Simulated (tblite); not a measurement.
A tight-binding relaxation on `CC[C@H](N)[S]` [radical].

Computed with GFN2-xTB geometry optimisation, gas phase (tblite 0.8.0). Start geometry: from a force field or distance geometry. A driver script takes a list of jobs; this job's settings line and coordinates (Å) are shown.

Command:
```bash
OMP_NUM_THREADS=1 python probes_run.py task.json out
```

Input:
```
{"job": {"kind": "relax", "xc": "GFN2-xTB", "basis": "xTB"}, "charge": 0, "multiplicity": 2}
C      1.556100    -0.535300    -0.170000
C      0.423000     0.411700    -0.614900
C     -0.667700     0.528400     0.453300
N     -1.400900    -0.704800     0.622700
S     -2.023900     1.582000    -0.120700
H      2.333000    -0.552000    -0.928800
H      1.184200    -1.553200    -0.043700
H      1.997700    -0.196300     0.779300
H      0.873300     1.390900    -0.799800
H      0.027500     0.048400    -1.561300
H     -0.241000     0.836700     1.404000
H     -1.875000    -0.833200    -0.266700
H     -2.190700    -0.422800     1.228700
```

Output:
```
step      E/eV     max force
  0    -452.03735    1.087
  1    -452.09603    0.829
  2    -452.15492    0.699
  3    -452.20528    0.687
  4    -452.24919    0.689
  5    -452.28724    0.513
  6    -452.31550    0.436
  7    -452.33155    0.331
  8    -452.34178    0.295
  9    -452.34951    0.252
... (29 lines left out)
 39    -452.36472    0.027
 40    -452.36481    0.026
 41    -452.36490    0.022
 42    -452.36499    0.023
 43    -452.36506    0.021
 44    -452.36512    0.015
 45    -452.36514    0.013
 46    -452.36516    0.012
 47    -452.36518    0.012
 48    -452.36519    0.009
```

«max force» is the largest atomic force in eV/Å.

Question: From which step on does the largest force stay under 0.1 eV/Å, and how much energy is left to gain from there?

Answer: From step 14 (0.075 eV/Å), 6.9 meV above the end.

Main results: energy lowered by 7.6 kcal/mol over 48 steps; largest atomic force 0.009 eV/Å at the end.

Question: Where do the atoms end?

Answer: 0.147 Å rms from the input after alignment:
```
atom  x, y, z in Å
C1     1.5042   -0.5326   -0.1535
C2     0.4236    0.4316   -0.6271
C3    -0.6968    0.5460    0.4009
N4    -1.3687   -0.6975    0.5824
S5    -1.8750    1.8718   -0.1170
H6     2.2720   -0.6376   -0.9157
H7     1.0730   -1.5087    0.0503
H8     1.9688   -0.1644    0.7579
H9     0.8505    1.4218   -0.7947
H10   -0.0002    0.0828   -1.5715
H11   -0.2968    0.8761    1.3640
H12   -1.7682   -1.0402   -0.2840
H13   -2.0908   -0.6487    1.2902
```

Time: 0.18 s wall. Hardware: an Arm Neoverse V2 with one thread (shared host).
Labels such as C1 count atoms from 1, the log's own numbers from 0.
